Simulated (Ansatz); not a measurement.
This script drives the Ansatz DFT code, driven from Python.

Script `h3ops2_torsion.py`:
```python
"""Rigid torsion scan of H3OPS2."""

import warnings

import ansatz
from ase import Atoms

warnings.simplefilter("ignore", ansatz.DeckWarning)

atoms = Atoms(["O", "P", "S", "S", "H", "H", "H"], positions=[
    (-1.0504, 0.7748, -0.0838),
    (-0.639, -0.7006, 0.2019),
    (0.9908, -0.2327, 1.3866),
    (0.4716, -0.99, -1.6002),
    (-1.5174, 0.8499, -0.999),
    (0.3521, 0.4109, 2.3741),
    (1.4535, -0.1803, -1.3252),
])

# start the scan from a relaxed geometry
first = (
    ansatz.Crystal.molecule_from_ase(atoms).calculation()
    .basis(gaussian="def2-SVP")
    .functional("pbe")
    .relax(force_tolerance=0.02, max_steps=80)
)
atoms.positions = first.run().report["positions_ang"]

start = atoms.get_dihedral(0, 1, 2, 5)
energies = {}
for turn in range(0, 360, 40):
    turned = atoms.copy()
    turned.set_dihedral(0, 1, 2, 5, start + turn, indices=[2, 5])
    base = ansatz.Crystal.molecule_from_ase(turned).calculation()
    base = base.basis(gaussian="def2-SVP")
    base = base.functional("pbe")
    energies[round((start + turn) % 360)] = base.run().report["free_energy_ev"]
floor = min(energies.values())
print("dihedral O0-P1-S2-H5 (deg)   E - E(min) (kJ/mol)")
for angle, e in sorted(energies.items()):
    print(f"{angle:8d} {96.485332 * (e - floor):14.3f}  " + "#" * int(30 * (e - floor) / max(max(energies.values()) - floor, 1e-9)))
```

It is started by `python h3ops2_torsion.py`. How long does it take on 1 thread of Intel(R) Xeon(R) Processor @ 2.30GHz (shared host), and how much memory does it need?

It took about 32 s, with a peak of 0.24 GiB, for 10 runs of the engine.

```console
$ python h3ops2_torsion.py
dihedral O0-P1-S2-H5 (deg)   E - E(min) (kJ/mol)
      30          7.689  ###########
      70          0.000
     110          6.918  ##########
     150         14.034  #####################
     190         13.085  ####################
     230         14.898  #######################
     270         19.240  ##############################
     310         14.976  #######################
     350         15.107  #######################
```

The scan is rigid and the energies are electronic, in a modest basis. With rigid groups the curve can differ much from the relaxed path, the start wasn't checked as a minimum of this torsion, and equivalent turns needn't return to the same energy.
